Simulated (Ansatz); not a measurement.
in.yaml

```yaml
crystal:
  periodic: [false, false, false]
  atoms:
    - {symbol: O, position_ang: [-1.766951, 0.017219, 0.000000]}
    - {symbol: H, position_ang: [-2.016260, 0.943795, 0.000000]}
    - {symbol: H, position_ang: [-0.458951, 0.017219, 0.000000]}
    - {symbol: Si, position_ang: [0.981049, 0.017219, 0.000000]}
    - {symbol: H, position_ang: [1.593230, -0.857065, 1.090012]}
    - {symbol: H, position_ang: [1.593230, -0.857065, -1.090012]}
basis:
  gaussian: {orbitals: cc-pVDZ}
correlation: {method: sc_nevpt2, electrons: outside_noble_gas, active_space: {window: {electrons: 2, orbitals: 2}}}
```

```sh
$ ansatz run in.yaml --threads 1 --pin off --events-out ev --progress --plain --max-ram 2393MiB
```

The program prints:

```
485 factors; integrals over basis functions are off by at most 1.4e-3 eV
mean field evaluation 1: about -9952.8775 eV, gradient 4.2e1 eV
mean field evaluation 2: about -9952.8788 eV, gradient 4.2e1 eV
mean field evaluation 4: about -9957.1656 eV, gradient 3.2e0 eV
mean field evaluation 8: about -9957.3015 eV, gradient 3.4e-1 eV
mean field -9957.30335417 eV, -365.9241489630 hartree, gradient 2.4e-6 eV, S^2 0.000000; 0 other end points of the search recorded, 0 dependent functions left out; unrestricted orbitals would lower it
reference -9957.30335417 eV, -365.9241489630 hartree; 13, 13 occupied and 39, 39 virtual orbitals, 485 factors
state -9958.78096840 eV, -365.9784502845 hartree
state -9958.78096840 eV, -365.9784502845 hartree; corrected -9966.48908469 eV, -366.2617183333 hartree
Total energy: -9966.48908469 eV, -366.2617183333 hartree
```

Natural occupations: 1.6739 0.3261.

For the same geometry and basis RCCSDT(Q) lies 1158.9 meV lower.

Ran on 1 thread of Intel Xeon Platinum 8375C, shared host: 0.81 s wall, 0.19 GiB peak host memory.
